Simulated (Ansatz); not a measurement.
# Si₃H₇ radical: up Jacob's ladder to CCSD(T)

How much do the methods differ for Si₃H₇ radical? The plan is to run it at one geometry with functionals of several rungs and with coupled cluster, and see how far each lands from CCSD(T) at the basis-set limit for the atomisation energy.

The runs use Ansatz 0.2.0, Gaussian basis; functionals in def2-TZVPP, the program's frozen cores in correlated methods.

The runs, in order: LDA (SPW92), PBE-D4, revPBE-D4, BLYP-D4, r2SCAN-D4, B97M-V, PBE0-D4, B3LYP-D4, r2SCANh-D4, r2SCAN0-D4, HSE06-D4, BHLYP-D4, CAM-B3LYP-D4, LC-ωPBE, ωB97X-V, ωB97M-V, B2PLYP, PBE-QIDH; CCSD(T)/def2-SVP; CCSD(T)/def2-TZVPP; MP2/def2-QZVPP; extrapolation to the limit; RPA on PBE.

### Step 1. Structure used throughout

All runs share one geometry, relaxed beforehand with PBE0-D4 in a triple-zeta def2 set.

SMILES `[SiH2][SiH2][SiH3]`, 10 atoms, charge 0, spin multiplicity 2.

Atoms are counted from 1 here; the program's logs count them from 0.

Bond lengths: Si1–Si2 2.323 Å, Si1–H4 1.489 Å, Si1–H5 1.489 Å, Si2–Si3 2.338 Å, Si2–H6 1.489 Å, Si2–H7 1.493 Å, Si3–H8 1.488 Å, Si3–H9 1.487 Å, Si3–H10 1.488 Å. Angles: Si2–Si1–H4 113.9°, Si2–Si1–H5 115.7°, H4–Si1–H5 110.0°, Si1–Si2–Si3 108.9°, Si1–Si2–H6 108.4°, Si1–Si2–H7 112.1°, Si3–Si2–H6 109.9°, Si3–Si2–H7 109.6°, H6–Si2–H7 107.9°, Si2–Si3–H8 109.7°, Si2–Si3–H9 109.8°, Si2–Si3–H10 111.0°, H8–Si3–H9 108.7°, H8–Si3–H10 108.7°, H9–Si3–H10 108.9°.

### Step 2. LDA

This LDA is Slater exchange with PW92 correlation.

File in.yaml:

```yaml
crystal:
  periodic: [false, false, false]
  atoms:
    - {symbol: Si, position_ang: [-1.914064, 0.637557, -0.650386]}
    - {symbol: Si, position_ang: [0.391766, 0.734611, -0.386644]}
    - {symbol: Si, position_ang: [1.064833, -0.991509, 1.040197]}
    - {symbol: H, position_ang: [-2.414037, -0.693011, -1.092524]}
    - {symbol: H, position_ang: [-2.513214, 1.711680, -1.489371]}
    - {symbol: H, position_ang: [0.742260, 2.052504, 0.211772]}
    - {symbol: H, position_ang: [1.110770, 0.616028, -1.689241]}
    - {symbol: H, position_ang: [0.654421, -2.303120, 0.470578]}
    - {symbol: H, position_ang: [0.418798, -0.826566, 2.369548]}
    - {symbol: H, position_ang: [2.541669, -0.989376, 1.218870]}
basis:
  gaussian: {orbitals: def2-TZVPP}
magnetization: {spin_polarized: true, initial_magnetization: 1}
hamiltonian: {xc: lda}
output: {orbitals: {seedname: orbitals}}
```

After this run come: PBE-D4 (GGA); revPBE-D4 (GGA); BLYP-D4 (GGA); r2SCAN-D4 (meta-GGA); B97M-V (meta-GGA); PBE0-D4 (hybrid); B3LYP-D4 (hybrid); r2SCANh-D4 (hybrid); r2SCAN0-D4 (hybrid); HSE06-D4 (hybrid); BHLYP-D4 (hybrid); CAM-B3LYP-D4 (range-separated); LC-ωPBE-D4 (range-separated); ωB97X-V (range-separated); ωB97M-V (range-separated); B2PLYP (double hybrid); PBE-QIDH (double hybrid); CCSD(T) in def2-SVP; CCSD(T) in def2-TZVPP; MP2 in def2-QZVPP; RPA on PBE orbitals.

Before running them: what should the planned runs give, taken together? Wanted: atomisation energy, CCSD(T)/CBS; farthest beyond LDA; mean size of error, GGA; mean size of error, meta-GGA; mean size of error, hybrid; mean size of error, range-separated; mean size of error, double hybrid; gap, smallest and largest; T1 diagnostic.

As calculated:

| quantity | value |
| --- | --- |
| atomisation energy, CCSD(T)/CBS | 28.424 eV |
| functionals within 0.142 eV (0.5 %) | r2SCAN-D4, B3LYP-D4, r2SCANh-D4, r2SCAN0-D4, BHLYP-D4, CAM-B3LYP-D4, ωB97M-V |
| farthest beyond LDA | revPBE-D4 (-0.639 eV) |
| mean size of error, GGA | 0.479 eV |
| mean size of error, meta-GGA | 0.215 eV |
| mean size of error, hybrid | 0.141 eV |
| mean size of error, range-separated | 0.220 eV |
| mean size of error, double hybrid | 0.464 eV |
| gap, smallest and largest | 1.13 eV (LDA (SPW92)), 8.42 eV (LC-ωPBE) |
| T1 diagnostic | 0.0151 |
| triples share of the correlation energy | 3.4 % |

LDA overbinds by 2.651 eV (9 %). PBE-D4 misses by -0.393 eV. Double hybrids carry the basis error of their MP2 part in triple zeta, and no dispersion term here, so their miss is partly the set-up's. Taken by rung, hybrid functionals do best (0.141 eV on average) and GGA ones worst beyond LDA (0.479 eV). Misses under about 0.142 eV are within the doubt on the reference itself, which lacks core-valence correlation, relativity and higher excitations. Hartree-Fock recovers 77 % of the binding; the rest is correlation. CCSD(T) in def2-SVP is off by -1.960 eV, which most functionals beat. Orbital gaps span 1.1 to 8.4 eV; exact exchange widens them.
